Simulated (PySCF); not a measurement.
**Static response to an electric field**

Species: HPO.
Structure used (GFN2-xTB), in Å, numbered top down from 1:
```xyz
3
HOP angstrom
O      1.191    0.011   -0.004
P     -0.148    0.581   -0.011
H     -1.031   -0.594    0.002
```

Level: wB97X-D/def2-SVPD (PySCF), static field, nuclei fixed, core orbitals frozen in the response. The polarisability tensor in these axes (au):

```
x   31.59  1.23 -0.01
y    1.23 27.99 -0.06
z   -0.01 -0.06 22.34
```

Question: Diagonalise the tensor; give its mean and Δα, where Δα² is half the sum of the squared differences of the eigenvalues.

Answer: Principal values 22.34, 27.61 and 31.98 au; mean 27.31 au = 4.05 Å³ = 4.50 × 10⁻⁴⁰ C²·m²/J; Δα = 8.36 au (31 % of the mean).

Question: What is the dipole moment, and where does it point?

Answer: (-2.23, 0.47, -0.01) D, 2.28 D in size, pointing from the negative to the positive side. Measured along this direction, the outermost atoms are O1 at the negative end and H3 at the positive end.

Question: Find the Langevin capture rate constant for O2+ (31.990 u) meeting this molecule (47.977 u), k = 2.342 × 10⁻⁹ cm³/s × √(α in Å³ / reduced mass in u).

Answer: The reduced mass is 19.19 u, so k = 1.08 × 10⁻⁹ cm³/s. The formula leaves out the permanent dipole, which adds to the capture rate.

Question: What depolarisation ratio follows for Rayleigh scattering of linearly polarised light, taking the static tensor?

Answer: ρ = 3Δα²/(45ᾱ² + 4Δα²) = 209.4/(33556 + 279.2) = 0.00619.

Question: Form Σ f/ω² (atomic units) for the 8 lowest TDDFT singlets, given as eV and f, and set it beside the mean polarisability, which is this sum over all singlets: 2.48, 0.0034; 5.82, 0.0095; 6.42, 0.0191; 7.03, 0.0000; 7.31, 0.1163; 7.59, 0.1414; 8.85, 0.0804; 9.61, 0.0237.

Answer: They add up to 5.34 au, 19.5 % of the 27.31 au; the largest single term is 1.82 au, from the state at 7.59 eV. Terms in order: 0.40, 0.21, 0.34, 0.00, 1.61, 1.82, 0.76, 0.19 au. Higher excitations give the rest. The strengths listed sum to 0.394.

Question: Orientational against electronic polarisability at 400 K (dilute gas, rigid molecules)?

Answer: In Gaussian units μ²/3kT = 31.50 Å³ against 4.05 Å³, a ratio of 7.78; the Debye molar polarisation (4π/3)N_A(α + μ²/3kT) is 89.7 cm³/mol, leaving out the vibrational part.

Question: What molar refraction does this α imply?

Answer: Lorentz–Lorenz: R = (4π/3)N_A α = 2.5225 cm³/(mol·Å³) × 4.05 Å³ = 10.2 cm³/mol, in the limit of long wavelengths.

Isolated species at its GFN2-xTB geometry, gas phase.
